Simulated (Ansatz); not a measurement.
# Al2H4 (singlet): wave-function methods side by side at distance Al1–Al2 = 2.376 Å, cc-pVDZ

Aim: climb from Hartree-Fock through coupled cluster and multireference methods for Al2H4 (singlet) at one geometry and basis, and see what each rung misses.

The runs use Ansatz 0.2.0, Gaussian basis; cc-pVDZ, core rule «outside noble gas», up to 10 orbitals frozen.

The runs, in order: UHF; CCSD(T) on RHF; BCCD(T) on RHF; CISD; CCSDT(Q) on RHF; CCSDTQ on RHF; CASSCF and MRCISD+Q, 2 electrons in 2 orbitals; CASSCF and NEVPT2, 2 electrons in 2 orbitals.

## (1) What is computed

The geometry derives from a PBE0/def2-TZVP stationary point (not a proven minimum). One bond is set to the value named and the two fragments are kept rigid.

6 atoms, charge 0, spin multiplicity 1.

Atoms are counted from 1 here; the program's logs count them from 0.

Bond lengths: Al1–Al2 2.376 Å, Al1–H3 1.595 Å, Al1–H4 1.595 Å, Al2–H5 1.595 Å, Al2–H6 1.595 Å. Angles: Al2–Al1–H3 121.9°, Al2–Al1–H4 121.9°, H3–Al1–H4 116.1°, Al1–Al2–H5 121.9°, Al1–Al2–H6 121.9°, H5–Al2–H6 116.1°.

## (2) UHF

Contents of in.yaml:

```yaml
crystal:
  periodic: [false, false, false]
  atoms:
    - {symbol: Al, position_ang: [0.000000, 0.000000, 1.188000]}
    - {symbol: Al, position_ang: [0.000000, 0.000000, -1.188000]}
    - {symbol: H, position_ang: [0.000000, 1.353331, 2.031815]}
    - {symbol: H, position_ang: [0.000000, -1.353331, 2.031815]}
    - {symbol: H, position_ang: [0.000000, 1.353331, -2.031815]}
    - {symbol: H, position_ang: [0.000000, -1.353331, -2.031815]}
basis:
  gaussian: {orbitals: cc-pVDZ}
magnetization: {spin_polarized: true, initial_magnetization: 0}
hamiltonian: {xc: hf}
output: {orbitals: {seedname: orbitals}}
```

The run is started by

```sh
$ ansatz run in.yaml --threads 1 --pin off --events-out ev --progress --plain --max-ram 4096MiB --backend cpu
```

After this run come: CCSD(T) on RHF; BCCD(T) on RHF; CISD; CCSDT(Q) on RHF; CCSDTQ on RHF; CASSCF and MRCISD+Q, 2 electrons in 2 orbitals; CASSCF and NEVPT2, 2 electrons in 2 orbitals.

Q: Predict the results of all the runs planned. Wanted: RCCSDTQ from the RHF energy; RMP2 from RCCSDTQ; RCCSD from RCCSDTQ; RCCSD(T) from RCCSDTQ; RCCSDT(Q) from RCCSDTQ; MRCISD+Q pair from RCCSDTQ; T1 diagnostic.

**Answer**, as computed:

| quantity | value |
| --- | --- |
| RCCSDTQ from the RHF energy | -4.8661 eV |
| RMP2 from RCCSDTQ | +119.6 kJ/mol |
| RCCSD from RCCSDTQ | +10.7 kJ/mol |
| RCCSD(T) from RCCSDTQ | +2.7 kJ/mol |
| RCCSDT(Q) from RCCSDTQ | +0.1 kJ/mol |
| MRCISD+Q pair from RCCSDTQ | -0.2 kJ/mol |
| levels within 1 kcal/mol (43 meV) | RCCSD(T), BCCD(T), RCCSDT, RCCSDT(Q), MRCISD+Q pair |
| T1 diagnostic | 0.012 |

What this shows: RCCSD(T) lands +2.7 kJ/mol from the yardstick (0.6 % of the correlation energy). These misses are within one basis, not against nature.
